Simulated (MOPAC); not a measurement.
MOPAC input (MNDO):

```
MNDO PRECISE GNORM=0.05 LET XYZ GEO-OK AUX(PRECISION=9) THREADS=1
P2

P    -0.00000000 1   -0.00000000 1   -0.94474959 1
P     0.00000000 1    0.00000000 1    0.94474959 1
```

Output:

```
 *******************************************************************************
 **                                                                           **
 **                              MOPAC v23.2.5                                **
 **                                                                           **
 *******************************************************************************
 ** MOPAC's Digital Object Identifier: https://doi.org/10.5281/zenodo.6511958 **
 **                                                                           **
 ** Please cite the open-source release paper for use of this MOPAC version:  **
 ** J. E. Moussa and J. J. P. Stewart (2026)                                  **
 ** MOPAC: An open-source semiempirical molecular orbital program             **
 ** J. Open Source Softw., 11(119), 8025, https://doi.org/10.21105/joss.08025 **
 *******************************************************************************

                              MNDO CALCULATION RESULTS

 *******************************************************************************
 *  MNDO       - The MNDO Hamiltonian to be used
 *  GEO-OK     - OVERRIDE INTERATOMIC DISTANCE AND OTHER SAFETY CHECKS
 *  LET        - OVERRIDE SOME SAFETY CHECKS
 *  PRECISE    - TIGHTER CRITERIA TO BE USED
 *  XYZ        - CARTESIAN COORDINATE SYSTEM TO BE USED
 *  GNORM      - EXIT WHEN GRADIENT NORM DROPS BELOW 0.050
 *  AUX        - OUTPUT AUXILIARY INFORMATION
 *******************************************************************************
MNDO PRECISE GNORM=0.05 LET XYZ GEO-OK AUX(PRECISION=9) THREADS=1
 P2

   ATOM   CHEMICAL          X               Y               Z
  NUMBER   SYMBOL      (ANGSTROMS)     (ANGSTROMS)     (ANGSTROMS)

     1       P         -0.00000000  *  -0.00000000  *  -0.94474959  *
     2       P          0.00000000  *   0.00000000  *   0.94474959  *

          CARTESIAN COORDINATES

    NO.       ATOM           X           Y           Z

     1         P         -0.0000     -0.0000     -0.9447
     2         P          0.0000      0.0000      0.9447

  P: (MNDO): M.J.S.DEWAR, M.L.MCKEE, H.S. RZEPA,J. AM. CHEM. SOC., 100 3607 1978

           Empirical Formula: P2  =     2 atoms

      MOLECULAR POINT GROUP   :   D*h

      RHF CALCULATION, NO. OF DOUBLY OCCUPIED LEVELS = 5

          Geometry optimization using EF

          DIAGONAL MATRIX USED AS START HESSIAN

 CYCLE:     1  GRAD.:   223.490 HEAT:  58.53807
 CYCLE:     2  GRAD.:   165.209 HEAT:  45.89314
 CYCLE:     3  GRAD.:    50.790 HEAT:  41.66348
 CYCLE:     4  GRAD.:     7.840 HEAT:  41.07016
 CYCLE:     5  GRAD.:     0.484 HEAT:  41.05670
 CYCLE:     6  GRAD.:     0.004 HEAT:  41.05664

     GRADIENT =  0.00420 IS LESS THAN CUTOFF =  0.05000

 -------------------------------------------------------------------------------
 MNDO PRECISE GNORM=0.05 LET XYZ GEO-OK AUX(PRECISION=9) THREADS=1
 P2

     GEOMETRY OPTIMISED USING EIGENVECTOR FOLLOWING (EF).
     SCF FIELD WAS ACHIEVED

                              MNDO CALCULATION
                                                       MOPAC v23.2.5 Linux

          FINAL HEAT OF FORMATION =         41.05664 KCAL/MOL =     171.78100 KJ/MOL

          COSMO AREA              =         77.90 SQUARE ANGSTROMS
          COSMO VOLUME            =         61.84 CUBIC ANGSTROMS

          GRADIENT NORM           =          0.00420          =       0.00297 PER ATOM
          IONIZATION POTENTIAL    =         11.438630 EV
          HOMO LUMO ENERGIES (EV) =        -11.439 -1.558
          NO. OF FILLED LEVELS    =          5
          MOLECULAR WEIGHT        =         61.9475         POINT GROUP:  D*h

          MOLECULAR DIMENSIONS (Angstroms)

            Atom       Atom       Distance
            P     2    P     1     1.69375
            P     2    P     1     0.00000
            P     1    P     2     0.00000

          SCF CALCULATIONS        =          7

   ATOM   CHEMICAL          X               Y               Z
  NUMBER   SYMBOL      (ANGSTROMS)     (ANGSTROMS)     (ANGSTROMS)

     1       P          0.00000000  *   0.00000000  *  -0.84687306  *
     2       P          0.00000000  *   0.00000000  *   0.84687306  *

                             CARTESIAN COORDINATES

   1    P        0.000000000     0.000000000    -0.846873065
   2    P        0.000000000     0.000000000     0.846873065

           Empirical Formula: P2  =     2 atoms

      MOLECULAR POINT GROUP   :   D*h

                  EIGENVALUES
 -24.12292 -16.19918 -11.58211 -11.58211 -11.43863  -1.55819  -1.55819   0.39556

              NET ATOMIC CHARGES AND DIPOLE CONTRIBUTIONS

  ATOM NO.   TYPE          CHARGE      No. of ELECS.   s-Pop       p-Pop
    1          P          -0.000000        5.0000     1.91029     3.08971
    2          P           0.000000        5.0000     1.91029     3.08971
 DIPOLE           X         Y         Z       TOTAL
 POINT-CHG.     0.000     0.000     0.000     0.000
 HYBRID         0.000     0.000    -0.000     0.000
 SUM            0.000     0.000     0.000     0.000

          ATOMIC ORBITAL ELECTRON POPULATIONS

     Atom    s        px        py        pz
    1  P   1.91029   1.00000   1.00000   1.08971
    2  P   1.91029   1.00000   1.00000   1.08971

 **********************
 *                    *
 * JOB ENDED NORMALLY *
 *                    *
 **********************

 == MOPAC DONE ==
```

The geometry given is a B3LYP-D3(BJ)/def2-TZVP minimum.
